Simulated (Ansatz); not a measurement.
Results of PBE+SOC in Ansatz (PAW) for HgS (P3₂21, No. 154).

Run with plane-wave cutoff 520 eV, 12×12×4 k mesh (along the axes of the cell as run), Fermi–Dirac smearing 0.01 eV, PAW data made under PBE.

Cell (relaxed at this level):

```cif
data_Hg3S3
_chemical_formula_sum 'Hg3 S3'
_space_group_name_H-M_alt 'P 1'
_space_group_IT_number 1
_cell_length_a 4.48569
_cell_length_b 4.48569
_cell_length_c 9.73829
_cell_angle_alpha 90.000
_cell_angle_beta 90.000
_cell_angle_gamma 120.000
loop_
_space_group_symop_operation_xyz
  'x, y, z'
loop_
_atom_site_label
_atom_site_type_symbol
_atom_site_fract_x
_atom_site_fract_y
_atom_site_fract_z
_atom_site_occupancy
Hg1 Hg 0.77417 0.00000 0.66667 1
Hg2 Hg 0.00000 0.77417 0.33333 1
Hg3 Hg 0.22583 0.22583 0.00000 1
S1 S 0.44136 0.00000 0.16667 1
S2 S 0.00000 0.44136 0.83333 1
S3 S 0.55864 0.55864 0.50000 1
```

**Question.** Estimate the bulk modulus B0, band gap and smallest direct gap on the k points sampled that the calculation returns.

**Answer.** 
bulk modulus B0: 6.60 GPa
band gap: 1.92 eV (indirect)
smallest direct gap on the k points sampled: 1.97 eV

Note: the cell is over a tenth larger than the published one (another phase or state, or a fault of the published cell, is possible); the bulk modulus comes from volumes at which shape and atoms were relaxed.

The computed numbers hold no vibrational or temperature effects.

It cost about 2.2 core-hours (a rough figure) of CPU time.

Ansatz is a first-principles code.
